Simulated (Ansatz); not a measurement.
Mulliken charges of ClFH2Si, SMILES `F[SiH2]Cl` from PBE/def2-TZVPP in Ansatz (PBE0-D4/def2-TZVP geometry).

```json
{"atom": "F1", "x (Å)": "-0.468", "y (Å)": "0.124", "z (Å)": "1.505", "charge (e)": "-0.262"}
{"atom": "Si2", "x (Å)": "0.098", "y (Å)": "-0.086", "z (Å)": "0.034", "charge (e)": "0.583"}
{"atom": "Cl3", "x (Å)": "-1.065", "y (Å)": "0.956", "z (Å)": "-1.272", "charge (e)": "-0.202"}
{"atom": "H4", "x (Å)": "0.015", "y (Å)": "-1.521", "z (Å)": "-0.294", "charge (e)": "-0.059"}
{"atom": "H5", "x (Å)": "1.470", "y (Å)": "0.454", "z (Å)": "-0.014", "charge (e)": "-0.059"}
```

Question: By hand: the dipole of these point charges (1 e Å = 4.8032 D).

Answer: Σ q r = (0.307, -0.213, -0.099) e Å, of length 0.387 e Å = 1.86 D.

Question: How does the dipole of the full density compare? (Estimate.)

Answer: Computed: (0.195, -0.131, -0.089) e Å, 1.21 D; the point charges give 1.54 times that, at 6° from its direction.

Point charges leave out the atoms' own dipoles, such as those of lone pairs, and Mulliken's split depends on the basis, so the two needn't agree.
